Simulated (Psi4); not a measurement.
This Psi4 input (MP2/def2-TZVPPD) gives -238.68337 Eh with 151 basis functions.

```
memory 8100 MB

molecule {
0 1
C     0.00439699    0.00529408    0.50425813
F    -0.01696785    1.10243765   -0.30214647
F     0.01189880   -1.10854091   -0.27918568
H    -0.90251824   -0.00024261    1.11129806
H     0.92175780    0.02340746    1.09514257
}

set {
  basis def2-tzvppd
  scf_type df
  freeze_core true
}

energy('mp2')
print_variables()
```

Change:
```diff
- basis def2-tzvppd
+ basis 6-311++g(2d,2p)
```

Task: What does the run give now?

Result: -238.59136 Eh (MP2/6-311++G(2d,2p), 101 functions), a change of +92.01 mEh.
